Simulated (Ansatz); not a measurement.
# H2Mg2: the cost of one run

Method: def2-QZVPP, all electrons in the functionals, frozen cores in the correlation of double hybrids and RPA; program: Ansatz 0.2.0, Gaussian basis.

Plan: wB97M-V, B2PLYP, at charge 0, triplet; charge 0, singlet; charge 0, quintet; charge 1, doublet; charge 1, quartet.

2 further runs of the same task are left out: 2 set aside as unsound or not needed.

### 1 The geometry

The geometry is a PBE0/def2-TZVP stationary point (not a proven minimum).

4 atoms, charge 0, spin multiplicity 3.

Atoms are counted from 1 here; the program's logs count them from 0.

Bond lengths: Mg1–H3 1.900 Å, Mg1–H4 1.900 Å, Mg2–H3 1.900 Å, Mg2–H4 1.900 Å. Angles: H3–Mg1–H4 82.5°, H3–Mg2–H4 82.5°, Mg1–H3–Mg2 97.5°, Mg1–H4–Mg2 97.5°.

No dispersion term is added; wB97M-V holds VV10 nonlocal correlation.

The geometry shown and the zero of energy belong to the point charge 0, triplet. The yardstick, UCCSD(T), and other wave-function levels (R restricted, U unrestricted, valence and pair active spaces) come from earlier runs.

### 2 wB97M-V, charge 0, triplet

File in.yaml:

```yaml
crystal:
  periodic: [false, false, false]
  atoms:
    - {symbol: Mg, position_ang: [0.000000, 0.000000, 1.428326]}
    - {symbol: Mg, position_ang: [0.000000, 0.000000, -1.428326]}
    - {symbol: H, position_ang: [0.000000, 1.252270, 0.000000]}
    - {symbol: H, position_ang: [0.000000, -1.252270, 0.000000]}
basis:
  gaussian: {orbitals: "def2-QZVPP.json"}
magnetization: {spin_polarized: true, initial_magnetization: 2}
hamiltonian: {xc: {name: wB97M-V}}
output: {orbitals: {seedname: orbitals}}
```

Launch:

```bash
ansatz run in.yaml --threads 1 --pin off --events-out ev --progress --plain --max-ram 2393MiB
```

Q: Estimate wall time and peak memory on 1 thread of Arm Neoverse V2, shared host.

About 24 s, with a peak of 0.56 GiB.
